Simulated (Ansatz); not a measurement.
A basis-limit estimate, worked out

An elementary step of C₂H₃S, doublet (C₂H₂ (C#C) + HS → C₂H₃S ([CH][CH][SH]); bonds formed: C1–S3). “Start” is the structure reached by relaxing down from the saddle towards the reactants; PBE0-D4/def2-TZVP structures. The saddle:

```xyz
6
angstrom
C -0.8406 0.0152 0.1047
C -0.4503 1.0821 -0.3240
S 1.0923 -1.3972 -0.3535
H -1.4490 -0.7417 0.5458
H 0.0184 1.9418 -0.7448
H 1.6293 -0.9002 0.7719
```

Ansatz 0.2.0; basis: def2-TZVPP and def2-QZVPP; cores frozen in the correlated methods; orbitals are unrestricted.

Energies in eV:

| quantity | saddle | start |
| --- | --- | --- |
| Hartree–Fock, triple zeta (X = 3) | -12923.60464 | -12923.89177 |
| Hartree–Fock, quadruple zeta (X = 4) | -12924.00429 | -12924.29255 |
| MP2 correlation, X = 3 | -12.56191 | -12.75100 |
| MP2 correlation, X = 4 | -13.50693 | -13.69622 |
| CCSD(T) correlation, X = 3 | -14.47904 | -14.35124 |

Work out the barrier at the basis limit: extrapolate Hartree–Fock as E(X) = E∞ + A exp(−7.88 √X) and the MP2 correlation as E(X) = E∞ + B X^−2.97 (the exponents that Neese and Valeev fitted for def2-TZVPP and QZVPP), then add CCSD(T) − MP2 in triple zeta.

Each step is linear, so take the differences first (saddle − start): Hartree–Fock 0.28713 (X = 3) and 0.28826 (X = 4); MP2 correlation 0.18909 and 0.18929; CCSD(T) correlation -0.12780.
Two points give E∞ = E(4) + w [E(4) − E(3)], with w = 1/(exp(7.88 (2 − √3)) − 1) = 0.1377 for Hartree–Fock and w = 1/((4/3)^2.97 − 1) = 0.7407 for the correlation.
Hartree–Fock: 0.28826 + 0.1377 × 0.00113 = 0.2884 eV.
MP2 correlation: 0.18929 + 0.7407 × 0.00020 = 0.1894 eV.
CCSD(T) − MP2: -0.12780 − 0.18909 = -0.3169 eV.
Sum: 0.2884 + 0.1894 + (-0.3169) = 0.1609 eV, or 3.71 kcal/mol. Plain CCSD(T) in triple zeta gives 0.1593 eV, so the larger basis shifts the result by 0.0016 eV.

The T1 diagnostic stays at or below 0.036. ⟨S²⟩ of the unrestricted Hartree–Fock references: 0.76 to 0.96 (a pure state has 0.75). The unrestricted reference is spin-contaminated, which hurts MP2 most.

Labels in which every atom is bracketed show which atoms are joined, not bond orders.

For scale, one of the runs: CCSD(T)/def2-TZVPP, 146 basis functions, launched by `ansatz run in.yaml --threads 2 --pin off --events-out ev --progress --plain --max-ram 4352MiB`. The run took 24 s on 2 CPU threads of an Intel Xeon 6975P-C (shared host), with 2.2 GiB of host memory at its peak.
